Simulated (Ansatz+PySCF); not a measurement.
Values are calculated unless marked as measured or tabulated.
Input for Ansatz (development build ahead of 0.2.0):

```yaml
crystal:
  periodic: [false, false, false]
  atoms:
    - { symbol: "N", position_ang: [0.0, 0.0, -0.55207] }
    - { symbol: "N", position_ang: [0.0, 0.0, 0.55207] }
basis:
  gaussian: { orbitals: cc-pVTZ }
total_charge: 1
magnetization:
  initial_magnetization: 1
hamiltonian:
  xc: hf
correlation:
  method: mp2
  frozen_orbitals: { "N": 1 }
output:
  forces: true
```

The input is written out in the form of the current development build from the run's settings. Correlation on restricted open-shell orbitals is semicanonical, with singles.

Results

| Quantity | Value |
| --- | --- |
| Converged | yes |
| Reference energy | -108.42220 hartree |
| Correlation energy | -0.30004 hartree |
| Total energy | -108.72224 hartree |
| Spin squared of the determinant | 0.750 |
| Stability test | minimum among restricted orbitals |
| Occupied orbitals by symmetry in an Abelian subgroup (alpha; beta) | 3 Ag 2 B1u 1 B2u 1 B3u; 3 Ag 2 B1u 1 B2u |

Forces (eV/Å):
```json
{"atom": "N1", "Fx": "0.000", "Fy": "0.000", "Fz": "-9.748"}
{"atom": "N2", "Fx": "0.000", "Fy": "0.000", "Fz": "9.748"}
```

Caution: forces differ strongly between restricted and unrestricted references; MP2 on this radical cation hangs on the determinant chosen; the determinant may break the point group; another reference gives a lower total.
